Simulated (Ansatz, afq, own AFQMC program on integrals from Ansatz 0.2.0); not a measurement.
# BeBH3, singlet → BeBH₃⁺, doublet

```xyz
5

B     0.0000    0.0000    0.8223
Be    0.0000    0.0000   -1.0509
H     0.0000    1.0032    1.4842
H     0.0000   -1.0032    1.4842
H     0.0000    0.0000   -2.3921
```

Connectivity, by distances: BH2–BeH.

E(doublet, charge +1) − E(singlet, charge +0) at this geometry, on RHF and UHF determinants.

Basis cc-pVDZ. Noble-gas cores (and the filled d shells of Ga–Kr and In–Xe) are frozen. Integrals, coupled cluster, full CI and functionals: Ansatz 0.2.0; the random walks run on the same integrals in our own AFQMC program. The CISD trial takes its coefficients from CCSD amplitudes. Released means that phaseless walkers are propagated on without the constraint, phases kept. Uncertainties: one standard error, sampling alone. The errors of all members are added in quadrature.

No full CI on the walks' own integrals is used here; CCSDT(Q) serves as the reference and is uncertain by about the last step of the cluster series. Each member takes its own surest rung, up to full CI.

Errors are counted within cc-pVDZ, not against nature.

Cautions: BeBH₃⁺ (doublet): the ph-AFQMC/CISD walk drifts between its halves (2.3 errors).

```json
{"level": "MP2", "vertical ionization energy (eV)": "10.193"}
{"level": "CCSD", "vertical ionization energy (eV)": "10.253"}
```

(1) From these cheaper values, estimate the vertical ionization energy at the reference level in cc-pVDZ.

(1) 10.271 eV (CCSDT(Q) in cc-pVDZ).

```csv
level,vertical ionization energy (eV),error against CCSDT(Q) (eV)
HF,9.473,-0.798
CCSD(T),10.271,0.000
CCSDT,10.269,-0.001
ph-AFQMC/CISD,10.273 ± 0.008,0.002 ± 0.008
released AFQMC,10.251 ± 0.013,-0.020 ± 0.013
```

Correlation beyond CCSD(T) changes it by less than 2 meV. The perturbative (T) step is worth +0.018 eV.

A walk keeps the symmetry of its determinant, which the program's search chose and which needn't be the lowest solution, so a lower state of the same spin and another symmetry isn't excluded. Released energies are given only where the last usable release times agree within the noise; a slower fall can still hide under it.
